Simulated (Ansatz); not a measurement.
**Ytterbium, fcc under LDA: testing the Methfessel-Paxton smearing**

A convergence test of the Methfessel-Paxton smearing width. The geometry was relaxed under LDA beforehand and stays fixed; 7 values are run, from 0.01 to 1.0 eV. Wanted are the values from which on the energy stays within 10 and 1 meV/atom, and the pressure within 0.5 GPa, of the narrowest run. Within the series other settings stay, but some runs also write fields, which adds to their time. Spin polarisation is left out.

Method: DFT LDA, plane waves with PAW, scalar-relativistic, in Ansatz 0.2.0.

## 1. The starting structure

It takes space group Fm-3m (No. 225, cubic). Conventional cell: a = 4.914 Å, b = 4.914 Å, c = 4.914 Å, α = 90.00°, β = 90.00°, γ = 90.00°. Around Yb (site symmetry m-3m) lie 12 Yb at 3.47 Å.

Coordinates:

```cif
data_structure
_symmetry_space_group_name_H-M 'Fm-3m'
_symmetry_Int_Tables_number 225
_cell_length_a 4.9139
_cell_length_b 4.9139
_cell_length_c 4.9139
_cell_angle_alpha 90.000
_cell_angle_beta 90.000
_cell_angle_gamma 90.000
_cell_volume 118.65
loop_
_atom_site_label
_atom_site_type_symbol
_atom_site_symmetry_multiplicity
_atom_site_Wyckoff_symbol
_atom_site_fract_x
_atom_site_fract_y
_atom_site_fract_z
_atom_site_occupancy
Yb1 Yb 4 a 0.00000 0.00000 0.00000 1
```

## 2. Run at 0.01 eV

The run at 0.01 eV.

input.yaml

```yaml
crystal:
  lattice:
    - [0.0, 2.4569516026, 2.4569516026]
    - [2.4569516026, 0.0, 2.4569516026]
    - [2.4569516026, 2.4569516026, 0.0]
  atoms:
    - { symbol: Yb, position: [0.0, 0.0, 0.0] }
hamiltonian:
  xc: lda
  pseudopotentials:
    kind: paw
    azcp:
      Yb: "pseudopotentials/Yb.paw.azcp"
basis:
  ecutwfc: 420
  fft_grid_basis: typed
kpoints:
  mp_grid: { grid: [11, 11, 11], shift: [0, 0, 0] }
magnetization:
  spin_polarized: false
scf:
  occupations: { method: methfessel_paxton, width: 0.01 }
  lower_state_search: "off"
output:
  stress: true
```

Run with:

```bash
ansatz run input.yaml --threads 2 --pin off --max-ram 5120MiB --backend cpu --events-out ev --progress --plain --runs-dir out
```

## 3. Run at 0.03 eV

The run at 0.03 eV.

input.yaml, as its differences from that of step 2:

```diff
@@ -21,3 +21,3 @@
 scf:
-  occupations: { method: methfessel_paxton, width: 0.01 }
+  occupations: { method: methfessel_paxton, width: 0.03 }
   lower_state_search: "off"
```

## 4. Run at 0.1 eV

The run at 0.1 eV.

input.yaml, as its differences from that of step 3:

```diff
@@ -21,3 +21,3 @@
 scf:
-  occupations: { method: methfessel_paxton, width: 0.03 }
+  occupations: { method: methfessel_paxton, width: 0.1 }
   lower_state_search: "off"
```

## 5. Run at 0.2 eV

The run at 0.2 eV.

input.yaml, as its differences from that of step 4:

```diff
@@ -21,3 +21,3 @@
 scf:
-  occupations: { method: methfessel_paxton, width: 0.1 }
+  occupations: { method: methfessel_paxton, width: 0.2 }
   lower_state_search: "off"
```

## 6. Run at 0.3 eV

The run at 0.3 eV.

input.yaml, as its differences from that of step 5:

```diff
@@ -21,3 +21,3 @@
 scf:
-  occupations: { method: methfessel_paxton, width: 0.2 }
+  occupations: { method: methfessel_paxton, width: 0.3 }
   lower_state_search: "off"
```

## 7. Run at 0.6 eV

The run at 0.6 eV.

input.yaml, as its differences from that of step 6:

```diff
@@ -21,3 +21,3 @@
 scf:
-  occupations: { method: methfessel_paxton, width: 0.3 }
+  occupations: { method: methfessel_paxton, width: 0.6 }
   lower_state_search: "off"
```

## 8. Run at 1.0 eV

The run at 1.0 eV.

input.yaml, as its differences from that of step 7:

```diff
@@ -21,3 +21,3 @@
 scf:
-  occupations: { method: methfessel_paxton, width: 0.6 }
+  occupations: { method: methfessel_paxton, width: 1.0 }
   lower_state_search: "off"
@@ -25 +25,5 @@
   stress: true
+  write_density: true
+  write_potential: true
+  elf: true
+  volumetric_format: npy
```

(Steps that only read results are left out.)

Before running it: what results should come out?

As calculated:

```
                                           quantity                       value
       E(σ → 0) stays within 10 meV/atom of 0.01 eV                up to 0.1 eV
                   E(σ → 0) stays within 1 meV/atom                up to 0.1 eV
                      pressure stays within 0.5 GPa                up to 0.1 eV
                                pressure at 0.01 eV                    0.18 GPa
energy of a separate run on a finer mesh (18×18×18)  +9.1 meV/atom from 0.01 eV
```

**Reading.** The far end, 1.0 eV, lies +283.6 meV/atom and -0.4 GPa from the yardstick. The free energy F moves by +349.5 meV/atom over the range, and the estimate for σ → 0 by +283.6. This scheme cancels the term in the square of the width, but sharp features in the density of states still move F. The mesh (11×11×11) is fixed, so the narrowest widths carry a k-point error of their own. The yardstick itself is unsettled by 9.1 meV/atom against the finer mesh, so the thresholds above hold only within this series, and wider smearing, which averages over more states, can land nearer the fine-mesh value than the narrowest does. The cell taken over is 28 % smaller than the measured one (41.28 Å³/atom, COD), which weighs on all values here.
